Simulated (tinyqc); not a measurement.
Inside a calculation. Method: CCSD on RHF in the sto-3g basis, frozen core, for H2O, spin multiplicity 1. One step of it, computed by the program tinyqc.

Task: CCSD: starting amplitudes. t_ij^ab = <ij||ab> / (e_i + e_j - e_a - e_b), whose energy is MP2.

orbital energies (hartree): MO1 -20.244606, MO2 -1.286276, MO3 -0.622827, MO4 -0.465498, MO5 -0.395998, MO6 0.630693, MO7 0.763555

Two-electron integrals over orbitals (pq|rs), unique and non-zero (hartree); the lowest 1 orbital is frozen and left out:
```
p,q,r,s,(pq|rs)
2,2,2,2,0.732853
3,2,2,2,0.007502
3,2,3,2,0.145734
3,3,2,2,0.652584
3,3,3,2,-0.003660
3,3,3,3,0.641792
4,2,2,2,0.009431
4,2,3,2,0.000530
4,2,3,3,0.006881
4,2,4,2,0.121436
4,3,2,2,0.004259
4,3,3,2,0.017196
4,3,3,3,0.002358
4,3,4,2,-0.005856
4,3,4,3,0.047282
4,4,2,2,0.673957
4,4,3,2,-0.004337
4,4,3,3,0.604402
4,4,4,2,-0.104074
4,4,4,3,0.008021
4,4,4,4,0.789264
5,2,5,2,0.143273
5,3,5,2,-0.003235
5,3,5,3,0.029554
5,4,5,2,-0.048268
5,4,5,3,0.002058
5,4,5,4,0.057488
5,5,2,2,0.746772
5,5,3,2,-0.001862
5,5,3,3,0.635580
5,5,4,2,-0.067922
5,5,4,3,0.007654
5,5,4,4,0.731325
5,5,5,5,0.880159
6,2,2,2,-0.141727
6,2,3,2,0.009569
6,2,3,3,-0.078536
6,2,4,2,-0.019377
6,2,4,3,-0.007126
6,2,4,4,-0.086535
6,2,5,5,-0.156672
6,2,6,2,0.101361
6,3,2,2,0.030021
6,3,3,2,0.035374
6,3,3,3,0.018950
6,3,4,2,-0.014323
6,3,4,3,0.027204
6,3,4,4,0.029060
6,3,5,5,0.038615
6,3,6,2,-0.020959
6,3,6,3,0.070750
6,4,2,2,-0.091027
6,4,3,2,-0.014718
6,4,3,3,-0.042652
6,4,4,2,0.033451
6,4,4,3,-0.004126
6,4,4,4,-0.120147
6,4,5,5,-0.112653
6,4,6,2,0.056799
6,4,6,3,-0.024815
6,4,6,4,0.069087
6,5,5,2,-0.058010
6,5,5,3,0.005866
6,5,5,4,0.002519
6,5,6,5,0.038482
6,6,2,2,0.620139
6,6,3,2,-0.034590
6,6,3,3,0.578797
6,6,4,2,0.056751
6,6,4,3,-0.017341
6,6,4,4,0.555139
6,6,5,5,0.594568
6,6,6,2,-0.096613
6,6,6,3,-0.012594
6,6,6,4,-0.038000
6,6,6,6,0.615625
7,2,2,2,-0.032099
7,2,3,2,-0.035560
7,2,3,3,-0.014308
7,2,4,2,0.000535
7,2,4,3,0.034719
7,2,4,4,-0.023222
7,2,5,5,-0.035688
7,2,6,2,0.010079
7,2,6,3,0.031743
7,2,6,4,0.015065
7,2,6,6,-0.024094
7,2,7,2,0.063079
7,3,2,2,-0.127826
7,3,3,2,0.011768
7,3,3,3,-0.088707
7,3,4,2,0.076550
7,3,4,3,-0.001477
7,3,4,4,-0.156677
7,3,5,5,-0.182498
7,3,6,2,0.072560
7,3,6,3,-0.017144
7,3,6,4,0.073140
7,3,6,6,-0.041964
7,3,7,2,0.023401
7,3,7,3,0.148911
7,4,2,2,-0.008698
7,4,3,2,0.077255
7,4,3,3,-0.009054
7,4,4,2,0.001582
7,4,4,3,-0.004917
7,4,4,4,-0.016916
7,4,5,5,-0.014457
7,4,6,2,0.013252
7,4,6,3,0.037976
7,4,6,4,-0.004518
7,4,6,6,-0.027751
7,4,7,2,-0.013203
7,4,7,3,0.018980
7,4,7,4,0.068659
7,5,5,2,-0.012869
7,5,5,3,-0.022784
7,5,5,4,0.001688
7,5,6,5,0.003129
7,5,7,5,0.024546
7,6,2,2,0.005243
7,6,3,2,0.091127
7,6,3,3,-0.008558
7,6,4,2,0.011893
7,6,4,3,0.041471
7,6,4,4,-0.012299
7,6,5,5,-0.003648
7,6,6,2,-0.006526
7,6,6,3,0.053669
7,6,6,4,-0.013386
7,6,6,6,-0.032804
7,6,7,2,0.010905
7,6,7,3,0.019972
7,6,7,4,0.051696
7,6,7,6,0.100382
7,7,2,2,0.628605
7,7,3,2,0.039003
7,7,3,3,0.613733
7,7,4,2,-0.009071
7,7,4,3,0.018265
7,7,4,4,0.606955
7,7,5,5,0.624573
7,7,6,2,-0.068937
7,7,6,3,0.040409
7,7,6,4,-0.044534
7,7,6,6,0.557518
7,7,7,2,-0.011942
7,7,7,3,-0.080413
7,7,7,4,0.017344
7,7,7,6,0.031551
7,7,7,7,0.634786
```

Give: Starting amplitudes; correlation energy.

Result:

Starting amplitudes (spin orbitals 1a, 1b, ...; amplitudes related by a flip of all spins are not repeated; the 24 largest):
```
from,to,t
3a 3b,7a 7b,-0.054
4a 4b,6a 6b,-0.032
3a 4b,6b 7a,0.029
3a 3b,6a 6b,-0.028
4a 4b,7a 7b,-0.028
2a 2b,6a 6b,-0.026
2a 3b,6a 7b,-0.022
2a 4b,6a 6b,-0.019
5a 5b,6a 6b,-0.019
2a 2b,7a 7b,-0.015
3a 4b,6a 7b,-0.015
3a 4a,6a 7a,0.014
2a 3a,6a 7a,-0.012
5a 5b,7a 7b,-0.011
3a 4b,6a 6b,0.011
2a 3b,6b 7a,0.010
3a 4b,7a 7b,-0.007
2a 3b,7a 7b,-0.007
2a 3b,6a 6b,0.007
3a 3b,6a 7b,0.006
2a 4b,6b 7a,4.79e-03
2a 4b,6a 7b,-4.21e-03
2a 4b,7a 7b,4.03e-03
2a 2b,6a 7b,-2.54e-03
```

correlation energy = -0.03420 hartree
